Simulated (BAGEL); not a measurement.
**doublet C3H4FN+: levels of theory compared**

Wanted: a comparison of 3 runs (ROHF/6-31G*, UHF/6-31G*, ROHF/def2-SVP) of doublet C3H4FN+. 

The calculation is run with BAGEL 1.2.2.

## Step 1: The structure to begin with

The species is C3H4FN+ (9 atoms), meant as a doublet with charge +1. As SMILES of the parent species, `[H]/N=C(\F)C=C`. The coordinates come from a PBE0-D4/def2-TZVP relaxation. This is one conformer, not always the lowest. That shape belongs to the parent species and isn't relaxed for this state.

Bond lengths: C1–C2 1.328 Å, C2–C3 1.457 Å, C3–N4 1.252 Å, C3–F5 1.351 Å, C1–H6 1.083 Å, C1–H7 1.083 Å, C2–H8 1.083 Å, N4–H9 1.018 Å. Angles: C1–C2–C3 123.8°, C2–C3–N4 124.1°, C2–C3–F5 113.6°, N4–C3–F5 122.3°, C1–C2–H8 122.2°, C3–C2–H8 114.0°, C2–C1–H6 120.9°, C2–C1–H7 121.5°, C3–N4–H9 111.7°, H6–C1–H7 117.6°.

## Step 2: The energy at ROHF/6-31G(d) (density fitting with qzvpp-jkfit, spherical functions) (run 1)

Contents of input.json:

```json
{ "bagel" : [

{
  "title" : "molecule",
  "basis" : "6-31gs.json",
  "df_basis" : "qzvpp-jkfit",
  "angstrom" : true,
  "geometry" : [
    { "atom" : "C", "xyz" : [   -0.024500,    0.153200,   -1.566100 ] },
    { "atom" : "C", "xyz" : [    0.150100,   -0.509500,   -0.429000 ] },
    { "atom" : "C", "xyz" : [   -0.020000,    0.085300,    0.889900 ] },
    { "atom" : "N", "xyz" : [    0.143400,   -0.534100,    1.965100 ] },
    { "atom" : "F", "xyz" : [   -0.376000,    1.387900,    0.854800 ] },
    { "atom" : "H", "xyz" : [    0.114700,   -0.336200,   -2.522000 ] },
    { "atom" : "H", "xyz" : [   -0.310000,    1.198000,   -1.573300 ] },
    { "atom" : "H", "xyz" : [    0.435500,   -1.554200,   -0.408600 ] },
    { "atom" : "H", "xyz" : [   -0.024500,    0.063400,    2.772000 ] }
  ]
},
{ "title" : "rohf", "charge" : 1, "nopen" : 1 },
{ "title" : "print", "file" : "orbitals.molden", "orbitals" : true }

]}
```

The basis set 6-31G* is read from a file made from the Basis Set Exchange's data (not shown).

On the command line:

```console
$ BAGEL_NUM_THREADS=1 BAGEL input.json > input.out
```

Standard output:

```text
* using 1 threads per process

  ===============================================================
  ===============================================================

  *** Geometry ***

  { "atom" : "C", "xyz" : [     -0.046298,      0.289506,     -2.959500 ] },
  { "atom" : "C", "xyz" : [      0.283648,     -0.962815,     -0.810693 ] },
  { "atom" : "C", "xyz" : [     -0.037795,      0.161194,      1.681667 ] },
  { "atom" : "N", "xyz" : [      0.270987,     -1.009303,      3.713501 ] },
  { "atom" : "F", "xyz" : [     -0.710537,      2.622751,      1.615338 ] },
  { "atom" : "H", "xyz" : [      0.216752,     -0.635326,     -4.765889 ] },
  { "atom" : "H", "xyz" : [     -0.585815,      2.263892,     -2.973106 ] },
  { "atom" : "H", "xyz" : [      0.822976,     -2.937012,     -0.772142 ] },
  { "atom" : "H", "xyz" : [     -0.046298,      0.119809,      5.238321 ] },

  Number of auxiliary basis functions:      451

  Since a DF basis is specified, we compute 2- and 3-index integrals:
    o Being stored without compression. Storage requirement is 0.022 GB

  Number of basis functions:       78
  Number of electrons      :       38

    * METHOD: MOLECULE                             0.17

  *** Open-shell HF ***

  === Nuclear Repulsion ===
   161.5620718595

      * DIIS with orbital gradients will be used.

  === ROHF iteration (6-31gs.json) ===
      0       -269.20912290          0.04416333           0.08
      1       -269.35333478          0.03107919           0.08
      2       -269.39909862          0.02169117           0.08
      3       -269.44572177          0.00213731           0.08
      4       -269.44658847          0.00114096           0.08
      5       -269.44703268          0.00049016           0.08
      6       -269.44721793          0.00023518           0.08
      7       -269.44730912          0.00013595           0.08
      8       -269.44734343          0.00006476           0.08
      9       -269.44735456          0.00002537           0.08
     10       -269.44736560          0.00000797           0.08
     11       -269.44736805          0.00000316           0.08
     12       -269.44736829          0.00000199           0.08
     13       -269.44736820          0.00000102           0.08
     14       -269.44736815          0.00000058           0.08
     15       -269.44736813          0.00000031           0.08
     16       -269.44736813          0.00000019           0.08
     17       -269.44736814          0.00000008           0.08
     18       -269.44736815          0.00000003           0.08
     19       -269.44736816          0.00000001           0.09
     20       -269.44736816          0.00000001           0.08
    * SCF iteration converged.

    * S^2 (ROHF) is 0.7500

    * Permanent dipole moment:
           (   -0.144759,     0.491329,     1.828909) a.u.

    * METHOD: ROHF                                 1.80

    * METHOD: PRINT                                0.01

  ===============================================================
```

Run time: 2.1 s. Hardware: 1 thread of Arm Neoverse V2, shared host; peak memory 0.1 GiB.

## Step 3: The energy at UHF/6-31G(d) (density fitting with qzvpp-jkfit, spherical functions) (run 2)

Contents of job.json:

```json
{ "bagel": [

{
  "title": "molecule",
  "basis": "6-31gs.json",
  "df_basis": "qzvpp-jkfit",
  "angstrom": true,
  "geometry": [
    { "atom": "C", "xyz": [   -0.024500,    0.153200,   -1.566100 ] },
    { "atom": "C", "xyz": [    0.150100,   -0.509500,   -0.429000 ] },
    { "atom": "C", "xyz": [   -0.020000,    0.085300,    0.889900 ] },
    { "atom": "N", "xyz": [    0.143400,   -0.534100,    1.965100 ] },
    { "atom": "F", "xyz": [   -0.376000,    1.387900,    0.854800 ] },
    { "atom": "H", "xyz": [    0.114700,   -0.336200,   -2.522000 ] },
    { "atom": "H", "xyz": [   -0.310000,    1.198000,   -1.573300 ] },
    { "atom": "H", "xyz": [    0.435500,   -1.554200,   -0.408600 ] },
    { "atom": "H", "xyz": [   -0.024500,    0.063400,    2.772000 ] }
  ]
},
{
  "title": "uhf",
  "charge": 1,
  "nopen": 1
},
{
  "title": "print",
  "file": "orbitals.molden",
  "orbitals": true
}

]}
```

The basis set 6-31G* is read from a file made from the Basis Set Exchange's data (not shown).

On the command line:

```console
$ BAGEL_NUM_THREADS=1 BAGEL job.json > job.out
```

Standard output:

```text
* using 1 threads per process

  ===============================================================
  ===============================================================

  *** Geometry ***

  { "atom" : "C", "xyz" : [     -0.046298,      0.289506,     -2.959500 ] },
  { "atom" : "C", "xyz" : [      0.283648,     -0.962815,     -0.810693 ] },
  { "atom" : "C", "xyz" : [     -0.037795,      0.161194,      1.681667 ] },
  { "atom" : "N", "xyz" : [      0.270987,     -1.009303,      3.713501 ] },
  { "atom" : "F", "xyz" : [     -0.710537,      2.622751,      1.615338 ] },
  { "atom" : "H", "xyz" : [      0.216752,     -0.635326,     -4.765889 ] },
  { "atom" : "H", "xyz" : [     -0.585815,      2.263892,     -2.973106 ] },
  { "atom" : "H", "xyz" : [      0.822976,     -2.937012,     -0.772142 ] },
  { "atom" : "H", "xyz" : [     -0.046298,      0.119809,      5.238321 ] },

  Number of auxiliary basis functions:      451

  Since a DF basis is specified, we compute 2- and 3-index integrals:
    o Being stored without compression. Storage requirement is 0.022 GB

  Number of basis functions:       78
  Number of electrons      :       38

    * METHOD: MOLECULE                             0.17

  *** Open-shell HF ***

  === Nuclear Repulsion ===
   161.5620718595

      * DIIS with orbital gradients will be used.

  === UHF iteration (6-31gs.json) ===
      0       -269.20912290          0.04416333           0.08
      1       -269.36134713          0.03063510           0.08
      2       -269.41080378          0.02073272           0.08
      3       -269.45317497          0.00186635           0.08
      4       -269.45558047          0.00093514           0.08
      5       -269.45674800          0.00052244           0.08
[... 18 lines of this table left out ...]
     24       -269.46107339          0.00000001           0.08
     25       -269.46107339          0.00000001           0.08
    * SCF iteration converged.

    * S^2 (UHF) is 0.9553

    * Permanent dipole moment:
           (   -0.126008,     0.428968,     1.527568) a.u.

    * METHOD: UHF                                  2.17

    * METHOD: PRINT                                0.01

  ===============================================================
```

Run time: 2.5 s. Hardware: 1 thread of Arm Neoverse V2, shared host; peak memory 0.1 GiB.

## Step 4: A single-point energy at ROHF/def2-SVP (density fitting with qzvpp-jkfit) (run 3)

Contents of job.json:

```json
{ "bagel" : [

{
  "title" : "molecule",
  "basis" : "svp",
  "df_basis" : "qzvpp-jkfit",
  "angstrom" : true,
  "geometry" : [
    { "atom" : "C", "xyz" : [      -0.024500,       0.153200,      -1.566100 ] },
    { "atom" : "C", "xyz" : [       0.150100,      -0.509500,      -0.429000 ] },
    { "atom" : "C", "xyz" : [      -0.020000,       0.085300,       0.889900 ] },
    { "atom" : "N", "xyz" : [       0.143400,      -0.534100,       1.965100 ] },
    { "atom" : "F", "xyz" : [      -0.376000,       1.387900,       0.854800 ] },
    { "atom" : "H", "xyz" : [       0.114700,      -0.336200,      -2.522000 ] },
    { "atom" : "H", "xyz" : [      -0.310000,       1.198000,      -1.573300 ] },
    { "atom" : "H", "xyz" : [       0.435500,      -1.554200,      -0.408600 ] },
    { "atom" : "H", "xyz" : [      -0.024500,       0.063400,       2.772000 ] }
  ]
},

{
  "title" : "rohf",
  "charge" : 1,
  "nopen" : 1
},

{
  "title" : "print",
  "file" : "orbitals.molden",
  "orbitals" : true
}

]}
```

On the command line:

```console
$ BAGEL_NUM_THREADS=1 BAGEL job.json > job.out
```

Standard output:

```text
* using 1 threads per process

  ===============================================================
  ===============================================================

  *** Geometry ***

  { "atom" : "C", "xyz" : [     -0.046298,      0.289506,     -2.959500 ] },
  { "atom" : "C", "xyz" : [      0.283648,     -0.962815,     -0.810693 ] },
  { "atom" : "C", "xyz" : [     -0.037795,      0.161194,      1.681667 ] },
  { "atom" : "N", "xyz" : [      0.270987,     -1.009303,      3.713501 ] },
  { "atom" : "F", "xyz" : [     -0.710537,      2.622751,      1.615338 ] },
  { "atom" : "H", "xyz" : [      0.216752,     -0.635326,     -4.765889 ] },
  { "atom" : "H", "xyz" : [     -0.585815,      2.263892,     -2.973106 ] },
  { "atom" : "H", "xyz" : [      0.822976,     -2.937012,     -0.772142 ] },
  { "atom" : "H", "xyz" : [     -0.046298,      0.119809,      5.238321 ] },

  Number of auxiliary basis functions:      451

  Since a DF basis is specified, we compute 2- and 3-index integrals:
    o Being stored without compression. Storage requirement is 0.029 GB

  Number of basis functions:       90
  Number of electrons      :       38

    * METHOD: MOLECULE                             0.17

  *** Open-shell HF ***

  === Nuclear Repulsion ===
   161.5620718595

      * DIIS with orbital gradients will be used.

  === ROHF iteration (svp) ===
      0       -269.05108340          0.03237435           0.10
      1       -269.17753918          0.02065236           0.10
      2       -269.20930654          0.01370913           0.10
      3       -269.23474405          0.00169482           0.10
      4       -269.23596780          0.00107587           0.10
      5       -269.23666097          0.00063310           0.10
      6       -269.23723593          0.00035320           0.09
      7       -269.23751027          0.00017498           0.10
      8       -269.23760140          0.00006438           0.09
      9       -269.23763845          0.00002454           0.09
     10       -269.23763686          0.00001288           0.09
     11       -269.23764210          0.00000683           0.10
     12       -269.23764131          0.00000279           0.10
     13       -269.23764176          0.00000124           0.10
     14       -269.23764175          0.00000048           0.09
     15       -269.23764177          0.00000023           0.10
     16       -269.23764177          0.00000010           0.10
     17       -269.23764177          0.00000003           0.10
     18       -269.23764178          0.00000001           0.10
     19       -269.23764178          0.00000001           0.10
    * SCF iteration converged.

    * S^2 (ROHF) is 0.7500

    * Permanent dipole moment:
           (   -0.162297,     0.555443,     1.829154) a.u.

    * METHOD: ROHF                                 2.04

    * METHOD: PRINT                                0.01

  ===============================================================
```

It took 2.4 s on 1 thread of Arm Neoverse V2, shared host; peak memory 0.12 GiB.

## Step 5: The series

```
run                                                                level  energy (Eh)   ⟨S²⟩  wall time
  1  ROHF/6-31G* (density fitting with qzvpp-jkfit, spherical functions)  -269.447368  0.750      2.1 s
  2   UHF/6-31G* (density fitting with qzvpp-jkfit, spherical functions)  -269.461073  0.955      2.5 s
  3                     ROHF/def2-SVP (density fitting with qzvpp-jkfit)  -269.237642  0.750      2.4 s
```

## Step 6: Outcome

| quantity | value |
| --- | --- |
| run 3: total energy | -269.23764 Eh |
| run 3: ⟨S²⟩ | 0.750 |

Spin contamination of the reference: run 2 ⟨S²⟩ = 0.96. All runs together took 7 s, the longest 2.5 s.
